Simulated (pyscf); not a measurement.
**Substitution at C: H₃C–CH₂–SiH₃ + H atom (H•) -> ethane (H₃C–CH₃) + silyl (SiH₃•)**

Gas phase, doublet surface, charge 0. Bonds broken: C2–Si3. Bonds formed: C2–H12. Single points on ωB97X-D3(BJ)/def2-SVP structures (PySCF, gas phase).

Transition state (Å):

```xyz
12

C     -0.2774    -0.1496    -0.9145
C     -0.0589     0.2146     0.5675
Si    -2.1122     0.6719     1.0956
H     -0.9698    -1.0005    -1.0084
H      0.6629    -0.4238    -1.4175
H     -0.7184     0.6968    -1.4633
H      0.2232     1.2353     0.8607
H     -0.0529    -0.5630     1.3437
H     -2.6449     1.8187     0.2953
H     -3.0064    -0.5145     0.9162
H     -2.1045     1.0551     2.5400
H      1.3664    -0.0087     0.5516
```

One imaginary mode, 1498i cm⁻¹; descent along it reached the two sides named.

| bond | change | reactant side (Å) | saddle | product side |
|---|---|---|---|---|
| C2–Si3 | breaks | 1.886 | 2.169 | 4.0 |
| C2–H12 | forms | 3.8 | 1.443 | 1.102 |

Electronic energies relative to the separated reactants (kcal/mol):

```tsv
level	barrier	reaction energy	reverse barrier
ωB97X-D3(BJ)/def2-TZVP	32.0	-16.8	48.8
PBE/def2-TZVP	21.6	-21.5	43.1
r²SCAN/def2-TZVP	22.7	-22.6	45.3
B3LYP-D3(BJ)/def2-TZVP	25.2	-22.4	47.5
PBE0-D3(BJ)/def2-TZVP	25.8	-19.7	45.5
M06-2X/def2-TZVP	29.2	-20.8	49.9
ωB97M-D3(BJ)/def2-TZVP	30.2	-18.9	49.0
HF/def2-TZVP	48.2	-20.8	69.0
```

With ωB97M-D3(BJ)/def2-TZVP energies and thermal terms (ideal gas, 1 atm, RRHO with modes under 100 cm⁻¹ raised to 100, one conformer, R ln 2 for chiral ones without a mode under 150 cm⁻¹), in kcal/mol:

```json
[
 {"T (K)": "298", "ΔH‡": "30.5", "ΔG‡": "36.9", "ΔH": "-15.4", "ΔG": "-17.8"},
 {"T (K)": "600", "ΔH‡": "30.0", "ΔG‡": "43.6", "ΔH": "-16.8", "ΔG": "-19.6"},
 {"T (K)": "900", "ΔH‡": "29.6", "ΔG‡": "50.6", "ΔH": "-18.3", "ΔG": "-20.7"},
 {"T (K)": "1200", "ΔH‡": "29.2", "ΔG‡": "57.6", "ΔH": "-19.7", "ΔG": "-21.3"}
]
```

The same reactants have a lower exit, to H₃C–CH₂–SiH₂• + H₂ (barrier +4.6 kcal/mol at ωB97M-D3(BJ)/def2-TZVP, against +30.2 kcal/mol here). H₃C–CH₂–SiH₃ lies 12.8 kcal/mol over its isomer H₃C–SiH₂–CH₃ (electronic energy, ωB97M-D3(BJ)/def2-TZVP). One saddle was located; it need not be the lowest between these sides. The angle at the attacked C is 166°.
